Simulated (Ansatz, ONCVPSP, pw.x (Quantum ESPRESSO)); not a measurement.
**From atom to crystal: ONCV potential for platinum**

Pt (Z = 78), optimised norm-conserving Vanderbilt (ONCV), made with ONCVPSP 4.0.1.1 (patched build) (PBE, scalar-relativistic). Core [Kr] 4d10 4f14, reference 5s2 5p6 5d9 6s1. Waves: 5s+6s: rc 1.75 bohr, ncon 4, nbas 7, qcut 7.9 1/bohr, 3 projectors, debl 2.2 Ha; 5p: rc 1.60 bohr, ncon 3, nbas 7, qcut 7.3 1/bohr, 3 projectors, debl 3.2 Ha; 5d: rc 1.35 bohr, ncon 4, nbas 8, qcut 6.7 1/bohr, 2 projectors, debl 1.6 Ha. Local part: polynomial inside 1.20 bohr (lpopt 5, dvloc0 0 Ha). Core correction: Teter function fitted to the true core (icmod 2), fcfact 0.25.

Atomic tests: cutoffs needed: 20 Ha and 24 Ha (the cutoffs (Ha) at which the residual kinetic energy of the hardest occupied pseudo-wave falls to 1 and 0.1 mHa per electron); ghost test: no bound ghost flagged; GHOST(+) flagged for s at 348.7 eV; largest excitation error: -11 meV (all-electron minus pseudo) for 5s2 5p6 5d7 6s0, out of 4 test configurations.

Crystal test: fcc Pt in pw.x 7.5, no spin, 14³ k-points, Fermi–Dirac smearing 0.01 Ry, cutoffs 60/240 Ry. The lattice is a test structure that the element need not adopt, and mesh and smearing are coarse.

pw.x input:

```
&control
  calculation='scf', prefix='x', pseudo_dir='./', outdir='./tmp', tstress=.true., disk_io='none'
/
&system
  ibrav=0, nat=1, ntyp=1, ecutwfc=60, ecutrho=240, nbnd=17,
  occupations='smearing', smearing='fd', degauss=0.01
/
&electrons
  conv_thr=1e-09, mixing_beta=0.4, electron_maxstep=70
/
ATOMIC_SPECIES
Pt 1.0 Pt.UPF
CELL_PARAMETERS angstrom
  0.00000000 1.98488607 1.98488607
  1.98488607 0.00000000 1.98488607
  1.98488607 1.98488607 0.00000000
ATOMIC_POSITIONS crystal
Pt 0.0000 0.0000 0.0000
K_POINTS automatic
14 14 14 0 0 0
```

```bash
pw.x < Pt.scf.in > Pt.scf.out
```

Question: How does the run end?

Answer: It converges; the pressure is -1.80 GPa against 0.53 GPa from all-electron LAPW.  The log shows:

```
     charge density cutoff     =     240.0000  Ry
     scf convergence threshold =      1.0E-09
     Exchange-correlation= PBE
     number of k points=   104  Fermi-Dirac smearing, width (Ry)=  0.0100
     iteration #  1     ecut=    60.00 Ry     beta= 0.40
     total energy              =    -261.92768485 Ry
     estimated scf accuracy    <       0.08160578 Ry
     iteration #  2     ecut=    60.00 Ry     beta= 0.40
     total energy              =    -261.93945727 Ry
     estimated scf accuracy    <       0.00273145 Ry
     iteration #  3     ecut=    60.00 Ry     beta= 0.40
     total energy              =    -261.93949246 Ry
     estimated scf accuracy    <       0.00065033 Ry
     iteration #  4     ecut=    60.00 Ry     beta= 0.40
     total energy              =    -261.93953459 Ry
     estimated scf accuracy    <       0.00001035 Ry
     iteration #  5     ecut=    60.00 Ry     beta= 0.40
     total energy              =    -261.93953767 Ry
     estimated scf accuracy    <       0.00000118 Ry
     iteration #  6     ecut=    60.00 Ry     beta= 0.40
     total energy              =    -261.93953775 Ry
     estimated scf accuracy    <       0.00000002 Ry
     iteration #  7     ecut=    60.00 Ry     beta= 0.40
     total energy              =    -261.93953776 Ry
     estimated scf accuracy    <          4.5E-09 Ry
     iteration #  8     ecut=    60.00 Ry     beta= 0.40
     the Fermi energy is    22.3104 ev
!    total energy              =    -261.93953776 Ry
     estimated scf accuracy    <          1.4E-11 Ry
     smearing contrib. (-TS)   =      -0.00679697 Ry
     The total energy is F=E-TS. E is the sum of the following terms:
     one-electron contribution =     -57.46253122 Ry
     hartree contribution      =      40.35996226 Ry
     xc contribution           =     -46.81118272 Ry
     ewald contribution        =    -198.01898911 Ry
     convergence has been achieved in   8 iterations
          total   stress  (Ry/bohr**3)                   (kbar)     P=      -17.99
     Message from routine punch:
     Nothing written, as per user request (disk_io='none')
```
